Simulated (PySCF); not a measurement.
Level of theory: PBE-D3(BJ)/def2-TZVP // r2SCAN-D4/def2-TZVP (PySCF). All species are isolated molecules in the gas phase. 

Reference species (SMILES): `[SiH4]` (neutral, multiplicity 1).

- HOMO: -8.51 eV

Changed species: `Cl[SiH](Cl)Cl` (3 of 4 H replaced by Cl; the reference has 0 of 4 H replaced by Cl).

Question: Predict the effect on the HOMO.

Answer: the HOMO rises by 0.54 eV, to -7.97 eV.
